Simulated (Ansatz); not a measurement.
# Palladium, fcc under LDA: convergence with the cold (Marzari-Vanderbilt) smearing

A convergence test of the cold (Marzari-Vanderbilt) smearing width. The geometry was relaxed under LDA beforehand and stays fixed; 7 values are run, from 0.01 to 1.0 eV. Wanted are the values from which on the energy stays within 10 and 1 meV/atom, and the pressure within 0.5 GPa, of the narrowest run. Within the series other settings stay, but some runs also write fields, which adds to their time. The moments start as that relaxation left them.

Program: Ansatz 0.2.0. Level of theory: DFT LDA, plane waves with PAW, scalar-relativistic. These are calculated values, not measurements.

### 1 The starting structure

Symmetry: Fm-3m, No. 225, cubic system. Conventional cell: a = 3.841 Å, b = 3.841 Å, c = 3.841 Å, α = 90.00°, β = 90.00°, γ = 90.00°. Pd (site symmetry m-3m) is surrounded by 12 Pd at 2.72 Å.

Coordinates:

```xyz
1
Lattice="0.0000 1.9203 1.9203 1.9203 0.0000 1.9203 1.9203 1.9203 0.0000" Properties=species:S:1:pos:R:3 pbc="T T T"
Pd    0.0000    0.0000    0.0000
```

Starting moments (μB): +0.5.

### 2 With a width of 0.01 eV

The run at 0.01 eV.

The input, input.yaml:

```yaml
crystal:
  lattice:
    - [0.0, 1.9202771092, 1.9202771092]
    - [1.9202771092, 0.0, 1.9202771092]
    - [1.9202771092, 1.9202771092, 0.0]
  atoms:
    - { symbol: Pd, position: [0.0, 0.0, 0.0], spin: 0.5 }
hamiltonian:
  xc: lda
  pseudopotentials:
    kind: paw
    azcp:
      Pd: "pseudopotentials/Pd.paw.azcp"
basis:
  ecutwfc: 420
  fft_grid_basis: typed
kpoints:
  mp_grid: { grid: [14, 14, 14], shift: [0, 0, 0] }
magnetization:
  spin_polarized: true
scf:
  occupations: { method: cold, width: 0.01 }
  lower_state_search: "off"
output:
  stress: true
```

Launch:

```bash
$ ansatz run input.yaml --threads 2 --pin off --max-ram 5120MiB --backend cpu --events-out ev --progress --plain --runs-dir out
```

### 3 With a width of 0.03 eV

The run at 0.03 eV.

Edit input.yaml of step 2 so:

```diff
@@ -21,3 +21,3 @@
 scf:
-  occupations: { method: cold, width: 0.01 }
+  occupations: { method: cold, width: 0.03 }
   lower_state_search: "off"
```

### 4 With a width of 0.1 eV

The run at 0.1 eV.

Edit input.yaml of step 3 so:

```diff
@@ -21,3 +21,3 @@
 scf:
-  occupations: { method: cold, width: 0.03 }
+  occupations: { method: cold, width: 0.1 }
   lower_state_search: "off"
@@ -25 +25,5 @@
   stress: true
+  write_density: true
+  write_potential: true
+  elf: true
+  volumetric_format: npy
```

### 5 With a width of 0.2 eV

The run at 0.2 eV.

Edit input.yaml of step 4 so:

```diff
@@ -21,3 +21,3 @@
 scf:
-  occupations: { method: cold, width: 0.1 }
+  occupations: { method: cold, width: 0.2 }
   lower_state_search: "off"
```

### 6 With a width of 0.3 eV

The run at 0.3 eV.

Edit input.yaml of step 5 so:

```diff
@@ -21,3 +21,3 @@
 scf:
-  occupations: { method: cold, width: 0.2 }
+  occupations: { method: cold, width: 0.3 }
   lower_state_search: "off"
```

### 7 With a width of 0.6 eV

The run at 0.6 eV.

Edit input.yaml of step 6 so:

```diff
@@ -21,3 +21,3 @@
 scf:
-  occupations: { method: cold, width: 0.3 }
+  occupations: { method: cold, width: 0.6 }
   lower_state_search: "off"
```

### 8 With a width of 1.0 eV

The run at 1.0 eV.

Edit input.yaml of step 7 so:

```diff
@@ -21,3 +21,3 @@
 scf:
-  occupations: { method: cold, width: 0.6 }
+  occupations: { method: cold, width: 1.0 }
   lower_state_search: "off"
@@ -25,5 +25 @@
   stress: true
-  write_density: true
-  write_potential: true
-  elf: true
-  volumetric_format: npy
```

(Steps that only read results are left out.)

Q: Predict the outcome of this session.

As calculated:

| quantity | value |
| --- | --- |
| E(σ → 0) stays within 10 meV/atom of 0.01 eV | up to 0.3 eV |
| E(σ → 0) stays within 1 meV/atom | up to 0.1 eV |
| pressure stays within 0.5 GPa | up to 0.3 eV |
| pressure at 0.01 eV | 0.09 GPa |
| energy of a separate run on a finer mesh (23×23×23) | -10.7 meV/atom from 0.01 eV |

In words: At 1.0 eV the energy differs by -22.2 meV/atom and the pressure by -2.4 GPa. Over the range F shifts by +15.8 meV/atom, while E(σ → 0) shifts by -22.2. This scheme cancels the term in the square of the width, so F moves little up to 0.2 eV. The mesh (14×14×14) is fixed, so the narrowest widths carry a k-point error of their own. The largest moment goes from 0.32 μB at 0.01 eV to 0.00 μB at 1.0 eV. The yardstick itself is unsettled by 10.7 meV/atom against the finer mesh, so the thresholds above hold only within this series, and wider smearing, which averages over more states, can land nearer the fine-mesh value than the narrowest does. The cell taken over is 4 % smaller than the measured one (14.71 Å³/atom, COD). Real palladium is paramagnetic; it lies so near a magnetic instability that a moment here depends on functional, volume, mesh and start.
